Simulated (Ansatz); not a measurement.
What does this script print? It uses the Python package of Ansatz (0.2.0).

The script, `adiabatic.py`:
```python
"""Vertical and adiabatic ionisation of F2HSi."""

import itertools

import ansatz as az
from ase.data import atomic_numbers, covalent_radii
import numpy as np

geometry_ang = [
    ("F", [1.22695, 0.65298, -0.41028]),
    ("Si", [-0.02806, -0.34289, -0.30109]),
    ("F", [-1.2342, 0.71624, -0.25278]),
    ("H", [0.03531, -1.02633, 0.96415]),
]
system = az.Crystal.molecule()
for symbol, xyz in geometry_ang:
    system = system.atom(symbol, xyz)

job = (
    system.calculation()
    .basis(gaussian="def2-SVP")
    .functional("PBE")
    .spin("collinear", total=1)  # two spin channels
)
symbols = [site.symbol for site in system.cartesian_sites]
start = np.array([site.position_ang for site in system.cartesian_sites], dtype=float)
report = job.relax(force_tolerance=0.01).run().report
end = np.array(report["positions_ang"])

minimum = az.Crystal.molecule()
for symbol, place in zip(symbols, end):
    minimum = minimum.atom(symbol, place.tolist())
ion = (
    minimum.calculation()
    .basis(gaussian="def2-SVP")
    .functional("PBE")
    .charge(1)  # electrons removed from the neutral system
)
vertical = ion.run().report
settled = ion.relax(force_tolerance=0.01, max_steps=80).run().report
print(f"vertical ionisation energy   {vertical['free_energy_ev'] - report['free_energy_ev']:.3f} eV")
print(f"adiabatic, no zero point     {settled['free_energy_ev'] - report['free_energy_ev']:.3f} eV")
print(f"relaxation energy of the ion {vertical['free_energy_ev'] - settled['free_energy_ev']:.3f} eV")
ionised = np.array(settled["positions_ang"])
# pairs closer than 1.2 times the sum of covalent radii, before or after
radius = [covalent_radii[atomic_numbers[s]] for s in symbols]
span = lambda where, i, j: np.linalg.norm(where[i] - where[j])
bonded = [(i, j) for i, j in itertools.combinations(range(len(symbols)), 2) if min(span(end, i, j), span(ionised, i, j)) < 1.2 * (radius[i] + radius[j])]
print("pair        before    after (A)")
for i, j in bonded:
    print(f"{symbols[i]}{i}-{symbols[j]}{j}".ljust(10), f"{span(end, i, j):8.4f} {span(ionised, i, j):8.4f}")
```

Running `python adiabatic.py` prints:
```text
vertical ionisation energy   9.479 eV
adiabatic, no zero point     8.379 eV
relaxation energy of the ion 1.100 eV
pair        before    after (A)
F0-Si1       1.6353   1.5721
Si1-F2       1.6353   1.5721
Si1-H3       1.5177   1.4785
```

What to keep in mind:
- The settings weren't tested for convergence.
- The energies are electronic: no zero-point or thermal terms, and the basis set is short of its limit. The product may relax into another structure. The relaxation finds the nearest minimum, so the adiabatic value is an upper bound.
- The species is open-shell (spin multiplicity 2).
- Only the spin states typed were run; another state of an ion can lie lower, by up to an eV or two.
- The whole script took 14 s on 1 thread of Intel(R) Xeon(R) Platinum 8488C (Sapphire Rapids) (shared host), peak memory 0.2 GiB.
